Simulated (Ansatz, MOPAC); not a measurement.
Breaking a bond: SMILES C(F)F (CH₂F₂). The C1–F5 bond (C1 also carries F, H, H; F5 carries nothing else) is stretched with both fragments frozen at the PBE0/def2-TZVP optimised geometry. Each curve is given relative to its own lowest point near equilibrium.

```tsv
R / Å	A	B	C	D
1.10	270.5	214.1	218.0	212.2
1.15	156.3	121.5	126.2	121.2
1.21	67.4	51.8	56.2	52.4
1.27	19.1	14.8	17.9	15.5
1.31	4.2	3.4	5.2	3.8
1.35	0.0	0.0	0.2	0.0
1.36	0.4	0.2	0.0	0.1
1.42	12.0	8.5	5.3	7.3
1.47	30.9	22.6	16.7	20.3
1.55	71.6	54.4	43.6	50.0
1.68	147.8	118.8	99.8	111.1
1.82	227.4	193.8	166.0	182.7
2.02	327.5	300.4	257.4	281.6
2.22	413.5	387.3	337.0	369.2
2.40	478.6	441.0	387.1	436.8
2.68	555.4	482.4	435.3	522.4
2.97	609.0	497.3	464.7	590.2
3.31	650.8	503.1	485.0	649.2
3.58	674.3	504.8	494.8	684.7
4.08	705.8	506.0	504.9	731.2
4.75	735.1	506.5	510.3	768.2
```

Energies in kJ/mol.

### Question
Assign the columns to these levels of theory: MOPAC 23.2.5 with PM7, restricted, heats of formation; restricted CAM-B3LYP/cc-pVTZ (Ansatz, a first-principles code); CCSD on UHF/cc-pVTZ, frozen core (Ansatz); unrestricted B3LYP/cc-pVTZ (Ansatz).

### Answer
A is PM7; B is UCCSD; C is UKS-B3LYP; D is RKS-CAM-B3LYP.

The unrestricted determinant behind UKS-B3LYP is spin-contaminated at 2.22 to 4.75 Å (<S²> up to 0.9, against 0.00 for a pure singlet). The unrestricted determinant behind UCCSD is spin-contaminated at 2.02 to 4.75 Å (<S²> up to 1.0, against 0.00 for a pure singlet). The restricted form behind PM7, RKS-CAM-B3LYP keeps the bonding electrons paired and can't separate into open-shell fragments.
